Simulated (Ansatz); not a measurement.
Born–Oppenheimer molecular dynamics of C3H6FNO (12 atoms, charge 0, multiplicity 1). It starts from a relaxed structure.

The calculation used RKS BLYP-D4/STO-3G (Ansatz).

```json
{"ensemble": "NVT, Langevin thermostat", "time step": "0.5 fs", "steps asked": "500", "set temperature": "300 K", "friction": "0.05 /fs", "seed": "485156"}
```

First frame:

```xyz
12
Properties=species:S:1:pos:R:3
C 0.000 -1.676 1.072
C 0.326 -0.529 0.059
O -0.731 0.532 0.258
C -0.474 1.626 -0.634
N 0.558 1.658 -1.496
F -1.461 2.581 -0.424
H 0.751 -2.485 0.966
H -1.007 -2.095 0.874
H 0.031 -1.295 2.112
H 1.340 -0.093 0.245
H 0.299 -0.896 -0.999
H 0.445 2.616 -1.998
```

Problem. How far do the bonds stretch over the last three quarters of this one trajectory? (Pairs bonded in most of those frames.)

Solution. 
```
  bond  mean (Å)  spread (Å)  shortest  longest
 C1–C2     1.570       0.040      1.49     1.69
 C1–H7     1.112       0.026      1.06     1.17
 C1–H8     1.111       0.023      1.06     1.17
 C1–H9     1.110       0.027      1.05     1.18
 C2–O3     1.518       0.028      1.46     1.58
C2–H10     1.121       0.028      1.06     1.20
C2–H11     1.124       0.029      1.05     1.20
 O3–C4     1.439       0.023      1.40     1.50
 C4–N5     1.347       0.020      1.30     1.40
 C4–F6     1.393       0.022      1.34     1.44
N5–H12     1.089       0.022      1.04     1.15
```

Mean temperature of the second half: 275 K. A run of 0.25 ps of so small a system gives no equilibrium averages. Limits of this set-up: minimal basis.

Time of the run: 13 min on 1 thread of Intel(R) Xeon(R) Platinum 8375C CPU @ 2.90GHz (Ice Lake) (shared host), peak memory 0.096 GiB.
